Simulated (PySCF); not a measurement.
An unknown is described by computed data only.

Elements present: H and N. Monoisotopic mass: 16.0193 u (electron mass counted); charge -1.

- NMR, other nuclei: isotropic shieldings of nuclei other than C and H, by class: 289 (1 N) ppm [GIAO PBE0/pcSseg-1]
- 1H NMR: chemical shifts (computed TMS as zero) by class: -5.71 (2 H) ppm [GIAO PBE0/pcSseg-1]
- Couplings: largest of the computed one-bond spin–spin couplings (means over like bonds): 15N–1H -32.0 (×2) Hz [B3LYP/pcJ-1]
- XPS: N1s 395.0 eV [ΔSCF SCAN, pcX-2 on the ionised atom, pcseg-1 elsewhere, spin-free X2C]
- Rotational structure: rotational constants A, B, C: 580.131, 410.200, 240.293 GHz [PBE0-D3(BJ)/def2-SVP]

The electronic properties come from PySCF, for the isolated species, density fitting. Levels stand in brackets. Isolated species at its PBE0-D3(BJ)/def2-SVP geometry, gas phase. The HOMO energy is positive, so at this level the finite basis confines the outermost electrons. No diffuse functions stand in pcJ-1 and pcSseg-1, which bears on an anion's orbital energies. NMR values are class means; diastereotopic atoms form classes of their own.

**Question.** Which formula fits the mass and the elements?

**Answer.** NH2 (calculated 16.0193). No other formula that holds each of these elements comes within 0.0003 u with a fitting electron parity and a possible valence count.

**Question.** Give a SMILES that accounts for the data.

**Answer.** All hydrogens form one class (-5.71 ppm): N–H hydrogen. The other shieldings belong to: 289 ppm, nitrogen bonded to 2 H. The couplings run between: -32.0 Hz, nitrogen bonded to 2 H and its hydrogen (with 1 like pair). The core levels belong to: N1s 395.0 eV, nitrogen bonded to 2 H. The optimised geometry has point group C2v and is an asymmetric top. Structure: amide anion, `[NH2-]`.
